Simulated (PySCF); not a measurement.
Compound: C4H4NP.
SMILES with atom numbers: `[cH:1]1[cH:2][p:3][cH:4][cH:5][n:6]1` (hydrogens: H7 on C1; H8 on C2; H9 on C4; H10 on C5)

The same species was optimised twice, with GFN2-xTB and with PBE0-D3(BJ)/def2-SVP (PySCF), and the same property calculations (PySCF, gas phase) were run on both structures.

```csv
coordinate,GFN2-xTB,PBE0-D3(BJ)/def2-SVP,change
C4–C5 (Å),1.381,1.394,+0.013
C1–C2 (Å),1.381,1.394,+0.013
C1–N6 (Å),1.321,1.330,+0.009
C5–N6 (Å),1.321,1.330,+0.009
P3–C4 (Å),1.736,1.733,-0.003
C2–P3 (Å),1.736,1.733,-0.003
C2–C1–N6 (°),126.9,126.5,-0.4
C4–C5–N6 (°),126.9,126.6,-0.3
C1–C2–P3 (°),123.8,124.1,+0.3
P3–C4–C5 (°),123.8,124.0,+0.2
C2–P3–C4 (°),98.4,98.6,+0.2
C1–N6–C5 (°),120.2,120.2,0.0
```

Rotational constants: A = 5491, B = 3556, C = 2158 MHz (GFN2-xTB) against A = 5446, B = 3524, C = 2140 MHz (PBE0-D3(BJ)/def2-SVP). Point groups within 0.08 Å: C2v and C2v.

On the GFN2-xTB structure: lowest singlet, TDDFT (eV) 3.89 [PBE0/def2-SVPD]; lowest triplet, Tamm–Dancoff (eV) 3.23 [PBE0/def2-SVPD]; isotropic polarisability (au) 73.6 [PBE0/def2-SVPD]; HOMO (eV) -7.43 [PBE0/def2-SVPD]; LUMO (eV) -2.09 [PBE0/def2-SVPD]; dipole (D) 0.81 [PBE0/def2-SVPD]; HOMO (eV) -7.45 [PBE0/pcSseg-1]; LUMO (eV) -2.11 [PBE0/pcSseg-1]; dipole (D) 0.81 [PBE0/pcSseg-1]; GIAO shielding of C1/C5 (mean) (ppm) 29.9 [PBE0/pcSseg-1]; GIAO shielding of C2/C4 (mean) (ppm) 29.9 [PBE0/pcSseg-1]; GIAO shielding of P3 (ppm) 47.6 [PBE0/pcSseg-1]; GIAO shielding of N6 (ppm) -92.0 [PBE0/pcSseg-1].

Q: What do these properties become on the PBE0-D3(BJ)/def2-SVP structure?

A: 
```tsv
property	level	on GFN2-xTB	on PBE0-D3(BJ)/def2-SVP	change
lowest singlet, TDDFT (eV)	PBE0/def2-SVPD	3.89	3.90	+0.01
lowest triplet, Tamm–Dancoff (eV)	PBE0/def2-SVPD	3.23	3.23	0.00
isotropic polarisability (au)	PBE0/def2-SVPD	73.6	74.4	+0.8
HOMO (eV)	PBE0/def2-SVPD	-7.43	-7.44	-0.01
LUMO (eV)	PBE0/def2-SVPD	-2.09	-2.09	0.00
dipole (D)	PBE0/def2-SVPD	0.81	0.81	0.00
energy, GFN2-xTB geometry as zero (kcal/mol)	PBE0/def2-SVPD	0.0	-0.5	-0.5
HOMO (eV)	PBE0/pcSseg-1	-7.45	-7.45	0.00
LUMO (eV)	PBE0/pcSseg-1	-2.11	-2.11	0.00
dipole (D)	PBE0/pcSseg-1	0.81	0.81	0.00
energy, GFN2-xTB geometry as zero (kcal/mol)	PBE0/pcSseg-1	0.0	-0.2	-0.2
GIAO shielding of C1/C5 (mean) (ppm)	PBE0/pcSseg-1	29.9	26.8	-3.1
GIAO shielding of C2/C4 (mean) (ppm)	PBE0/pcSseg-1	29.9	28.3	-1.6
GIAO shielding of P3 (ppm)	PBE0/pcSseg-1	47.6	51.5	+3.9
GIAO shielding of N6 (ppm)	PBE0/pcSseg-1	-92.0	-96.9	-4.9
```

The heavy atoms differ by 0.008 Å rms after alignment. Among bonds between heavy atoms C1–C2 and C4–C5 change most and about equally (+0.013 Å). Changes are differences of the printed values. Neither structure is proved a minimum here.
